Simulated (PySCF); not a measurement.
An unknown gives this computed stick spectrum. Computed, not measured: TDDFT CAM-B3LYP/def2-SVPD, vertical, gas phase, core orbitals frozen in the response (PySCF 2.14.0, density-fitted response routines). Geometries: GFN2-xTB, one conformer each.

| state | λ (nm) | f |
| --- | --- | --- |
| S1 | 213.1 | 0.0095 |
| S2 | 172.3 | 0.207 |
| S3 | 167.2 | 0.042 |
| S4 | 159.7 | 0.093 |
| S5 | 157.8 | 0.109 |
| S6 | 151.4 | 0.0059 |
| S7 | 149.3 | 0.0003 |
| S8 | 147.4 | 0.024 |

Orbital energies (eV): HOMO-3 -11.58, HOMO-2 -10.97, HOMO-1 -9.96, HOMO -9.14, LUMO 0.73, LUMO+1 1.03, LUMO+2 1.68.

Question: Which candidate is it? All have the formula C4H6O2.
A. `C=CCC(=O)O`
B. `C=CC(=O)OC`
C. `CCC(=O)C=O`

Answer: A. Its S1, at 5.82 eV, is the highest among the candidates; the nearest of the others has S1 at 5.12 eV. S1 is HOMO-1→LUMO (36%), HOMO→LUMO (31%), HOMO-1→LUMO+2 (15%). Löwdin shares by element: HOMO carbon 67% or more, oxygen 14% or more (atoms not listed hold the other 18%); LUMO carbon 54% or more, oxygen 15% or more (atoms not listed hold the other 31%). At the same level the other candidates give, for their lowest levels:
- `CCC(=O)C=O`: 441 nm (f 0.000); 274 nm (f 0.000); 185 nm (f 0.000); 176 nm (f 0.042); 172 nm (f 0.000); T1 2.26 eV; HOMO -9.03, LUMO -1.64 eV
- `C=CC(=O)OC`: 242 nm (f 0.000); 190 nm (f 0.327); 175 nm (f 0.151); 164 nm (f 0.001); 153 nm (f 0.042); T1 3.91 eV; HOMO -9.69, LUMO -0.29 eV

The values belong to the conformer `[CH2:1]=[CH:2][CH2:3][C:4](=[O:5])[OH:6]`: C1–C2–C3–C4 -115°, C2–C3–C4–O5 -75°, H–O6–C4–C3 -178°.
Triplets come from the Tamm–Dancoff approximation.
